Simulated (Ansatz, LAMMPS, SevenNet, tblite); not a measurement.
**How well does each level of theory give the elastic constant C11 of zinc-blende HgSe?**

Reference value: 69 GPa (measured, 0 K, extrapolated to 0 K; as tabulated in Elastic constants of mercury selenide).

### Question
What do Stillinger–Weber CdTeZnSeHgS0.sw, GFN1-xTB, SevenNet-0, LDA, PBE give, and how far is each from the reference?

### Answer

| level (code) | value (GPa) | cell (Å³/atom) | difference (%) |
|---|---|---|---|
| Stillinger–Weber CdTeZnSeHgS0.sw (LAMMPS) | 70.5 | 28.15 | +2.2 |
| GFN1-xTB (tblite) | 48.8 | 29.21 | -29 |
| SevenNet-0 (SevenNet) | 48.7 | 30.87 | -29 |
| LDA (Ansatz) | 68.3 | 27.86 | -1.0 |
| PBE (Ansatz) | 52.4 | 30.66 | -24 |

Leaving aside Stillinger–Weber CdTeZnSeHgS0.sw, which can be fitted to such values or carry a doubt: Of these levels LDA (-1.0 %) comes nearest. Farthest off: GFN1-xTB (-29 %), SevenNet-0 (-29 %). Of these only LDA lands within 10 %.

The measured value isn't corrected to a static lattice, so vibrations enter the comparison.  Density-functional levels without +SOC have no spin–orbit coupling. Stillinger–Weber CdTeZnSeHgS0.sw: the potential file covers more elements than this solid holds. GFN1-xTB: the method was fitted mainly to molecules. GFN1-xTB: the run uses a supercell at the zone centre in place of a k mesh. LDA, PBE: the solid has no gap at this level, which affects its response. Each level is taken at its own relaxed cell. Ansatz's density-functional and Hartree–Fock values are scalar-relativistic unless marked +SOC, with PAW data made under PBE.

Empirical potentials (Stillinger–Weber CdTeZnSeHgS0.sw) are fitted to chosen data, which need not cover the solid at hand: agreement can be built in, and what lay outside the fit can be far off. Machine-learned potentials (SevenNet-0) are trained on DFT data, which may include these solids.

Differences are worked out from the printed values.

Ansatz is a quantum-chemistry and plane-wave program.
